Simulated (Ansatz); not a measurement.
# ClH₃SSi: one species, many methods

How much do the methods differ for ClH₃SSi? The plan is to run it at one geometry with functionals of several rungs and with coupled cluster, and see how far each lands from CCSD(T) at the basis-set limit for the atomisation energy.

Method: functionals in def2-TZVPP, the program's frozen cores in correlated methods; program: Ansatz 0.2.0, Gaussian basis.

Plan: LDA (SPW92), PBE-D4, revPBE-D4, BLYP-D4, r2SCAN-D4, B97M-V, PBE0-D4, B3LYP-D4, r2SCANh-D4, r2SCAN0-D4, HSE06-D4, BHLYP-D4, CAM-B3LYP-D4, LC-ωPBE, ωB97X-V, ωB97M-V, B2PLYP, PBE-QIDH; CCSD(T)/def2-SVP; CCSD(T)/def2-TZVPP; MP2/def2-QZVPP; extrapolation to the limit; RPA on PBE.

## 1. The geometry

The geometry comes from an earlier relaxation with PBE0-D4 in a triple-zeta def2 set; it is a stationary point.

SMILES `S[SiH2]Cl`, 6 atoms, charge 0, spin multiplicity 1.

Atoms are counted from 1 here; the program's logs count them from 0.

Bond lengths: S1–Si2 2.120 Å, S1–H4 1.344 Å, Si2–Cl3 2.054 Å, Si2–H5 1.479 Å, Si2–H6 1.478 Å. Angles: Si2–S1–H4 94.3°, S1–Si2–Cl3 112.9°, S1–Si2–H5 111.2°, S1–Si2–H6 105.5°, Cl3–Si2–H5 106.5°, Cl3–Si2–H6 108.5°, H5–Si2–H6 112.3°.

## 2. LDA

This LDA is Slater exchange with PW92 correlation.

File in.yaml:

```yaml
crystal:
  periodic: [false, false, false]
  atoms:
    - {symbol: S, position_ang: [-1.236366, -1.164090, -0.152626]}
    - {symbol: Si, position_ang: [0.414441, 0.096000, 0.275329]}
    - {symbol: Cl, position_ang: [-0.126228, 2.058873, 0.544832]}
    - {symbol: H, position_ang: [-1.433771, -0.657391, -1.381977]}
    - {symbol: H, position_ang: [1.399718, 0.078736, -0.827093]}
    - {symbol: H, position_ang: [0.982206, -0.412118, 1.541545]}
basis:
  gaussian: {orbitals: def2-TZVPP}
hamiltonian: {xc: lda}
output: {orbitals: {seedname: orbitals}}
```

Further steps of the session: PBE-D4 (GGA); revPBE-D4 (GGA); BLYP-D4 (GGA); r2SCAN-D4 (meta-GGA); B97M-V (meta-GGA); PBE0-D4 (hybrid); B3LYP-D4 (hybrid); r2SCANh-D4 (hybrid); r2SCAN0-D4 (hybrid); HSE06-D4 (hybrid); BHLYP-D4 (hybrid); CAM-B3LYP-D4 (range-separated); LC-ωPBE-D4 (range-separated); ωB97X-V (range-separated); ωB97M-V (range-separated); B2PLYP (double hybrid); PBE-QIDH (double hybrid); CCSD(T) in def2-SVP; CCSD(T) in def2-TZVPP; MP2 in def2-QZVPP; RPA on PBE orbitals.

**Question.** What will the summary of the whole plan be? Wanted: atomisation energy, CCSD(T)/CBS; farthest beyond LDA; mean size of error, GGA; mean size of error, meta-GGA; mean size of error, hybrid; mean size of error, range-separated; mean size of error, double hybrid; gap, smallest and largest; T1 diagnostic.

**Answer**, as computed:

```
                               quantity                                   value
        atomisation energy, CCSD(T)/CBS                           1776.4 kJ/mol
  functionals within 8.9 kJ/mol (0.5 %)  PBE-D4, r2SCAN-D4, r2SCANh-D4, ωB97M-V
                    farthest beyond LDA                 BHLYP-D4 (-49.3 kJ/mol)
                mean size of error, GGA                             29.5 kJ/mol
           mean size of error, meta-GGA                             10.8 kJ/mol
             mean size of error, hybrid                             22.6 kJ/mol
    mean size of error, range-separated                             21.2 kJ/mol
      mean size of error, double hybrid                             32.1 kJ/mol
              gap, smallest and largest   5.66 eV (BLYP-D4), 12.97 eV (LC-ωPBE)
                          T1 diagnostic                                  0.0099
triples share of the correlation energy                                   4.0 %
```

**Reading.** The LDA atomisation energy is off by 208.6 kJ/mol (12 %): it overbinds. PBE-D4 misses by -8.3 kJ/mol. Double hybrids carry the basis error of their MP2 part in triple zeta, and no dispersion term here, so their miss is partly the set-up's. By mean error the best rung here is meta-GGA (10.8 kJ/mol) and the worst beyond LDA is double hybrid (32.1 kJ/mol). Misses under about 8.9 kJ/mol are within the doubt on the reference itself, which lacks core-valence correlation, relativity and higher excitations. Hartree-Fock recovers 74 % of the binding; the rest is correlation. CCSD(T) in def2-SVP is off by -164.6 kJ/mol, which most functionals beat. The gap grows from 5.7 to 13.0 eV across the functionals, mostly with the share of exact exchange.
